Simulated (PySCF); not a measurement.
Species: C5H10.
SMILES with atom numbers: `[CH3:1][CH2:2][CH:3]1[CH2:4][CH2:5]1` (hydrogens: H6, H7, H8 on C1; H9, H10 on C2; H11 on C3; H12, H13 on C4; H14, H15 on C5)

Geometry (PBE0-D3(BJ)/def2-SVP, Å), atoms numbered from 1 in this order:
```
atom  x, y, z in Å
C1     1.9629   -0.3984    0.0089
C2     0.7226    0.0782   -0.7321
C3    -0.3693    0.5611    0.1898
C4    -1.3016   -0.4243    0.8331
C5    -1.8065    0.5071   -0.2313
H6     2.7448   -0.7411   -0.6858
H7     1.7228   -1.2331    0.6863
H8     2.3944    0.4084    0.6227
H9     0.9930    0.8877   -1.4328
H10    0.3236   -0.7395   -1.3577
H11   -0.0861    1.4201    0.8100
H12   -1.1805   -1.4805    0.5732
H13   -1.6163   -0.2532    1.8659
H14   -2.0318    0.0852   -1.2154
H15   -2.4704    1.3235    0.0651
```

The closed-shell ground state was solved at several levels (PySCF, density fitting, gas phase, non-relativistic).

| level | basis functions | total energy (Eh) | HOMO (eV) | LUMO (eV) | gap (eV) | dipole (D) |
| --- | --- | --- | --- | --- | --- | --- |
| B97-D/pcSseg-1 | 135 | -196.3439 | -6.60 | 0.96 | 7.56 | 0.12 |
| B3LYP/def2-SVPD | 180 | -196.3982 | -7.72 | 0.64 | 8.36 | 0.11 |
| PBE0/6-31G | 65 | -196.2288 | -7.75 | 3.01 | 10.76 | 0.10 |
| B97-2/pcSseg-1 | 135 | -196.4320 | -7.67 | 1.68 | 9.35 | 0.12 |
| LDA/pcSseg-1 | 135 | -194.6329 | -6.77 | 0.66 | 7.43 | 0.13 |
| PBE0/pcSseg-1 | 135 | -196.2550 | -7.93 | 1.66 | 9.59 | 0.12 |
| HF/pcSseg-1 | 135 | -195.0957 | -10.94 | 4.49 | 15.43 | 0.12 |

Question: What might B3LYP/pcJ-1 (235 basis functions) give for the same quantities?

Answer: Total energy -196.5434 Eh, HOMO -7.69 eV, LUMO 1.37 eV, gap 9.06 eV, dipole 0.11 D.

Question: Over all these levels, which gives the widest orbital gap and which the narrowest?

Answer: HF/pcSseg-1 (Hartree–Fock, all exact exchange) has the widest, 15.43 eV, and LDA/pcSseg-1 (LDA) the narrowest, 7.43 eV. The two share the basis. From the narrowest to the widest the HOMO moves by -4.17 eV and the LUMO by +3.83 eV. The HOMO need not be the same orbital at Hartree–Fock and at DFT levels.

Question: In the pcSseg-1 basis, how does the gap go with the fixed share of exact exchange?

Answer: LDA (0 %) 7.43 eV; B97-D (0 %) 7.56 eV; B97-2 (21 %) 9.35 eV; PBE0 (25 %) 9.59 eV; HF (100 %) 15.43 eV. Each rise in the share widens the gap here.

Question: How far do the dipole and the HOMO energy spread over the levels?

Answer: The dipole runs from 0.10 to 0.13 D (mean 0.12 D) and the HOMO from -10.94 to -6.60 eV.

One conformer stands for the species.

B97-D is run here without its empirical dispersion term; that term would change no orbital, density or response property at a fixed geometry.
